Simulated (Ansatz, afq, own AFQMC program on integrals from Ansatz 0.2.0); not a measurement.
## Where AFQMC and coupled cluster stand for GeH₄Cl, doublet

```csv
atom,x (Å),y (Å),z (Å)
Ge,-1.0510,0.0000,0.0000
H,-1.5625,1.4466,0.0000
H,-1.5625,-0.7233,1.2528
H,-1.5625,-0.7233,-1.2528
H,0.4833,0.0000,0.0000
Cl,2.2730,0.0000,0.0000
```

Connectivity, by distances: GeH4 ··· Cl.

Basis cc-pVTZ. Noble-gas cores (and the filled d shells of Ga–Kr and In–Xe) are frozen. AFQMC by an in-house program on the Cholesky factors that Ansatz 0.2.0 writes for its CCSD(T) run. The CISD trial takes its coefficients from CCSD amplitudes. Released means that phaseless walkers are propagated on without the constraint, phases kept. Uncertainties: one standard error, sampling alone. No spin–orbit coupling.

Determinant: UHF, the one that the program's search chose, which needn't be the lowest solution. The geometry is a point of a scan.

No full CI on the walks' own integrals is used here. The released AFQMC energy serves as the reference, which it does only where one determinant dominates, the energy is flat over the last release times and near the phaseless one (40 meV or 2 meV an electron, half that with transition metals). On small molecules, where full CI could be run and the noise was under 10 meV, such values lay within 10 meV of it in 19 cases of 20, a flattering rate, since the rule was set on those same cases; what remains of the bias isn't in the error bar.

Cautions: no relativity below Rb; no spin-orbit coupling; inner d shell frozen; the released value is read at 1.50 1/Eh (meV from the phaseless value at times in 1/Eh: -4 ± 3 at 0.24, -10 ± 8 at 0.51, -10 ± 9 at 0.99, -18 ± 7 at 1.50).

The T1 diagnostic is 0.0159 and the weight of the determinant in the CISD state is 0.848. The ⟨S²⟩ of the determinant is 0.770 and the size of the correlated space is 15 electrons in 114 orbitals.

| level | correlation energy (eV) |
| --- | --- |
| MP2 | -8.5365 |
| CCSD | -9.8631 |
| CCSD(T) | -10.1746 |

Problem. Estimate where AFQMC with the constraint released lies against CCSD(T) on the same integrals.

Solution. 4.8 ± 0.7 kJ/mol below CCSD(T).

Reference: AFQMC with the constraint released, correlation energy -10.224 ± 0.007 eV.

```
        level  E − E(reference) (kJ/mol)  share of correlation (%)
      CCSD(T)                  4.8 ± 0.7                     99.52
ph-AFQMC/CISD                  1.8 ± 0.9                     99.82
```

A walk keeps the symmetry of its determinant, which the program's search chose and which needn't be the lowest solution, so a lower state of the same spin and another symmetry isn't excluded. Released energies are given only where the last usable release times agree within the noise; a slower fall can still hide under it.
